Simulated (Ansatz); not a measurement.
# C2H3B: one species, many methods

Aim: compute C2H3B with functionals from several rungs and with coupled cluster. The yardstick is the atomisation energy at the CCSD(T) limit.

Computed with Ansatz 0.2.0, Gaussian basis. Level: functionals in def2-TZVPP, the program's frozen cores in correlated methods.

Plan: LDA (SPW92), PBE-D4, revPBE-D4, BLYP-D4, r2SCAN-D4, B97M-V, PBE0-D4, B3LYP-D4, r2SCANh-D4, r2SCAN0-D4, HSE06-D4, BHLYP-D4, CAM-B3LYP-D4, LC-ωPBE, ωB97X-V, ωB97M-V, B2PLYP, PBE-QIDH; CCSD(T)/def2-SVP; CCSD(T)/def2-TZVPP; CCSD(T)/def2-QZVPP; extrapolation to the limit; RPA on PBE.

### Step 1. The geometry

An earlier PBE0-D4 in a triple-zeta def2 set relaxation fixed the geometry.

SMILES `B1C=C1`, 6 atoms, charge 0, spin multiplicity 1.

Atoms are counted from 1 here; the program's logs count them from 0.

Bond lengths: B1–C2 1.467 Å, B1–C3 1.467 Å, B1–H4 1.182 Å, C2–C3 1.346 Å, C2–H5 1.081 Å, C3–H6 1.081 Å. Angles: C2–B1–C3 54.6°, C2–B1–H4 152.7°, C3–B1–H4 152.7°, B1–C2–C3 62.7°, B1–C2–H5 158.3°, C3–C2–H5 139.0°, B1–C3–C2 62.7°, B1–C3–H6 158.4°, C2–C3–H6 138.9°.

Geometry (Å):

```
B    -0.8714    0.0384   -0.2351
C     0.5528   -0.1007   -0.5577
C     0.2244    0.0367    0.7400
H    -2.0139    0.1023   -0.5310
H     1.4383   -0.2224   -1.1665
H     0.7120    0.0817    1.7042
```

### Step 2. LDA

This LDA is Slater exchange with PW92 correlation.

The input, in.yaml:

```yaml
crystal:
  periodic: [false, false, false]
  atoms:
    - {symbol: B, position_ang: [-0.871411, 0.038415, -0.235146]}
    - {symbol: C, position_ang: [0.552788, -0.100720, -0.557709]}
    - {symbol: C, position_ang: [0.224421, 0.036744, 0.740000]}
    - {symbol: H, position_ang: [-2.013922, 0.102257, -0.530993]}
    - {symbol: H, position_ang: [1.438253, -0.222388, -1.166476]}
    - {symbol: H, position_ang: [0.711972, 0.081692, 1.704224]}
basis:
  gaussian: {orbitals: def2-TZVPP}
hamiltonian: {xc: lda}
output: {orbitals: {seedname: orbitals}}
```

On the command line:

```sh
$ ansatz run in.yaml --threads 2 --pin off --events-out ev --progress --plain --max-ram 4352MiB
```

The runs that follow: PBE-D4 (GGA); revPBE-D4 (GGA); BLYP-D4 (GGA); r2SCAN-D4 (meta-GGA); B97M-V (meta-GGA); PBE0-D4 (hybrid); B3LYP-D4 (hybrid); r2SCANh-D4 (hybrid); r2SCAN0-D4 (hybrid); HSE06-D4 (hybrid); BHLYP-D4 (hybrid); CAM-B3LYP-D4 (range-separated); LC-ωPBE (range-separated); ωB97X-V (range-separated); ωB97M-V (range-separated); B2PLYP (double hybrid); PBE-QIDH (double hybrid); CCSD(T) in def2-SVP; CCSD(T) in def2-TZVPP; CCSD(T) in def2-QZVPP; RPA on PBE orbitals.

Before running them: what should the planned runs give, taken together? Wanted: atomisation energy, CCSD(T)/CBS; farthest beyond LDA; mean size of error, GGA; mean size of error, meta-GGA; mean size of error, hybrid; mean size of error, range-separated; mean size of error, double hybrid; gap, smallest and largest; T1 diagnostic.

The runs gave:

```
                               quantity                                      value
        atomisation energy, CCSD(T)/CBS                                  25.718 eV
    functionals within 0.129 eV (0.5 %)                         r2SCAN0-D4, B2PLYP
                    farthest beyond LDA                         PBE-D4 (+1.008 eV)
                mean size of error, GGA                                   0.516 eV
           mean size of error, meta-GGA                                   0.474 eV
             mean size of error, hybrid                                   0.388 eV
    mean size of error, range-separated                                   0.353 eV
      mean size of error, double hybrid                                   0.203 eV
              gap, smallest and largest  5.12 eV (LDA (SPW92)), 12.98 eV (LC-ωPBE)
                          T1 diagnostic                                     0.0099
triples share of the correlation energy                                      4.5 %
```

What this shows: LDA overbinds by 3.903 eV (15 %). PBE-D4 is off by +1.008 eV. Double hybrids carry the basis error of their MP2 part in triple zeta, and no dispersion term here, so their miss is partly the set-up's. By mean error the best rung here is double hybrid (0.203 eV) and the worst beyond LDA is GGA (0.516 eV). The reference freezes the cores and leaves out relativity and excitations past (T), so misses under about 0.129 eV can't be ranked. Hartree-Fock recovers 77 % of the binding; the rest is correlation. CCSD(T) in def2-SVP is off by -0.849 eV, worse than the median functional, from the basis alone. Orbital gaps span 5.1 to 13.0 eV; exact exchange widens them.
